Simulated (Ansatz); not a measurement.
## Molecular dynamics of AlH₅S

Input file:

```yaml
crystal:
  periodic: [false, false, false]
  atoms:
    - { symbol: Al, position_ang: [0.099793, -0.231624, -0.071066] }
    - { symbol: H, position_ang: [-0.132421, -0.045411, 1.614824] }
    - { symbol: H, position_ang: [1.570241, 0.233682, -0.468339] }
    - { symbol: H, position_ang: [-1.262881, -0.012825, -0.87084] }
    - { symbol: S, position_ang: [0.26902, -2.567383, 0.679404] }
    - { symbol: H, position_ang: [-1.078223, -2.769339, 0.643589] }
    - { symbol: H, position_ang: [0.034072, -1.250101, 1.541927] }
basis:
  gaussian: { orbitals: def2-SVP }
hamiltonian:
  xc: pbe
  dispersion: d4
md:
  timestep: 0.5
  n_steps: 200
  ensemble: nve
  temperature: 100.0
  initial_velocities: maxwell_boltzmann
  seed: 11853
```

Launched with:

```bash
$ ansatz run input.yaml --threads 1 --pin off --max-ram 2048MiB --backend cpu --events-out ev --progress --plain --runs-dir out
```

It starts at the highest image of a converged band, a first-order saddle point between two minima.

Output, in part (step lines, the closing report, with atoms numbered from 0):

```
md step     0: t =     0.00 fs  T =   100.0 K  F+E_penalty+E_count = -17498.65414009 eV  E_kin = 0.064630 eV  conserved = -17498.58951009 eV  (23 SCF iters)
md step     1: t =     0.50 fs  T =    99.9 K  F+E_penalty+E_count = -17498.65407424 eV  E_kin = 0.064570 eV  conserved = -17498.58950461 eV  (27 SCF iters)
md step     2: t =     1.00 fs  T =    98.6 K  F+E_penalty+E_count = -17498.65323747 eV  E_kin = 0.063743 eV  conserved = -17498.58949411 eV  (27 SCF iters)
md step     3: t =     1.50 fs  T =    96.4 K  F+E_penalty+E_count = -17498.65178668 eV  E_kin = 0.062307 eV  conserved = -17498.58947967 eV  (27 SCF iters)
md step     4: t =     2.00 fs  T =    93.6 K  F+E_penalty+E_count = -17498.64994318 eV  E_kin = 0.060480 eV  conserved = -17498.58946275 eV  (27 SCF iters)
md step     5: t =     2.50 fs  T =    90.6 K  F+E_penalty+E_count = -17498.64796923 eV  E_kin = 0.058524 eV  conserved = -17498.58944492 eV  (27 SCF iters)
md step     6: t =     3.00 fs  T =    87.7 K  F+E_penalty+E_count = -17498.64614117 eV  E_kin = 0.056713 eV  conserved = -17498.58942836 eV  (27 SCF iters)
md step     7: t =     3.50 fs  T =    85.6 K  F+E_penalty+E_count = -17498.64471988 eV  E_kin = 0.055305 eV  conserved = -17498.58941460 eV  (27 SCF iters)
[... lines left out ...]
Total energy: -17499.10349495 eV, -643.0801921212 hartree
Atom 0 at     0.114170    -0.417186    -0.106218 Å, force    -0.340237    -1.526105     0.978702 eV/Å
Atom 1 at    -0.669936     3.263100     3.900821 Å, force    -0.193569     0.456663     0.565968 eV/Å
Atom 2 at     1.448033     0.350236     0.258778 Å, force     0.109838     0.189707    -0.234573 eV/Å
Atom 3 at    -1.389764     0.127718    -0.317639 Å, force     0.298765     0.005275    -0.221883 eV/Å
Atom 4 at     0.306975    -2.672420     0.516796 Å, force     0.076732     1.294947    -0.477663 eV/Å
Atom 5 at    -0.975035    -3.020999     0.235324 Å, force    -0.145658     0.037458    -0.043000 eV/Å
Atom 6 at    -0.874514     3.743703     4.496644 Å, force     0.194130    -0.457946    -0.567550 eV/Å
Dipole moment:    -0.173609     0.184256    -0.227661 e Å
```

The steps, from the saved trajectory:

```tsv
time (fs)	T (K)	potential energy less start (eV)	conserved less start (meV/atom)
0.0	100	0.000	0.00
3.0	88	0.008	0.01
6.0	92	0.005	0.01
9.0	120	-0.013	0.00
12.0	156	-0.036	0.03
15.0	312	-0.137	-0.02
18.0	455	-0.230	0.03
21.0	679	-0.375	-0.07
24.0	837	-0.476	-0.03
27.0	949	-0.549	0.02
30.0	1047	-0.613	-0.12
33.0	1065	-0.624	-0.11
36.0	1027	-0.599	0.05
39.0	1050	-0.614	0.00
42.0	1076	-0.632	-0.10
45.0	1030	-0.601	-0.06
48.0	928	-0.535	0.06
51.0	840	-0.478	0.03
54.0	818	-0.465	-0.12
57.0	795	-0.450	-0.11
60.0	789	-0.445	0.04
63.0	861	-0.492	0.06
66.0	951	-0.550	-0.06
69.0	1012	-0.590	-0.11
72.0	988	-0.574	-0.02
75.0	917	-0.527	0.06
78.0	884	-0.507	-0.07
81.0	815	-0.463	-0.12
84.0	713	-0.397	-0.01
87.0	655	-0.358	0.09
90.0	653	-0.357	0.02
93.0	705	-0.392	-0.13
96.0	738	-0.413	-0.11
99.0	740	-0.413	0.05
```

All steps were run. The conserved energy stayed within 0.14 meV per atom of its start (net change -0.066 meV per atom), so the integration is sound. The system heated up, since it started high on the potential surface and ran downhill. A run of 0.1 ps of so small a system gives no equilibrium averages. The orbitals stay closed-shell, which can raise the energy where a bond breaks towards radicals; this wasn't checked here.

The step under study would form Al1–S5, H2–H7 and break Al1–H2, S5–H7. These pairs go: Al1–S5 2.46 → 2.35 Å, H2–H7 1.22 → 0.79 Å, Al1–H2 1.71 → 5.50 Å, S5–H7 1.59 → 7.64 Å. In the last frame they stand as after the step (other bonds may differ from the relaxed reactants and products). It ends as AlH3S + H2. Pairs count as bonded within 1.25 times the sum of covalent radii (0.12 Å more for H–H).

Last frame:

```xyz
7
Properties=species:S:1:pos:R:3
Al 0.114 -0.417 -0.106
H -0.670 3.263 3.901
H 1.448 0.350 0.259
H -1.390 0.128 -0.318
S 0.307 -2.672 0.517
H -0.975 -3.021 0.235
H -0.875 3.744 4.497
```

Time of the run: 4.1 min on 1 thread of Arm Neoverse V1, on a shared host, peak memory 0.1 GiB.
